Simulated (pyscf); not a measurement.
H₃C–AlH–CH₃ + ethylene (H₂C=CH₂) → H₃C–CH₂–Al(CH₃)–CH₃ (addition across a multiple bond or ene-type step; singlet surface; Al–H broken, Al–C, C–H formed). Single points on ωB97X-D3(BJ)/def2-SVP structures (PySCF, gas phase). Energies in kcal/mol from the separated reactants.

```csv
level,barrier,reaction energy
ωB97X-D3(BJ)/def2-TZVP,-0.4,-35.1
PBE/def2-TZVP,-2.9,-31.8
r²SCAN/def2-TZVP,[?],[?]
M06-2X/def2-TZVP,-0.9,-34.3
ωB97M-D3(BJ)/def2-TZVP,[?],-32.2
HF/def2-TZVP,17.9,-23.6
```

Q: Fill in the missing entries.

A: 
- r²SCAN/def2-TZVP, barrier: -4.1
- r²SCAN/def2-TZVP, reaction energy: -33.6
- ωB97M-D3(BJ)/def2-TZVP, barrier: 1.9

On the reactant side the descent ends in a bound adduct, 12.2 kcal/mol under the separated species and 11.7 kcal/mol under the saddle at ωB97X-D3(BJ)/def2-TZVP. On the product side the descent ends in a point that may be a rotor saddle (no frequency run), 3.2 kcal/mol over the lowest minimum found and 31.5 kcal/mol under the saddle at ωB97X-D3(BJ)/def2-TZVP. At ωB97X-D3(BJ)/def2-TZVP, PBE, r²SCAN, M06-2X the saddle lies under the separated reactants, which points to a path from their complex (located at ωB97X-D3(BJ) alone). At the saddle there is also a short Al–C contact that neither side keeps. One saddle was located; it need not be the lowest between these sides.
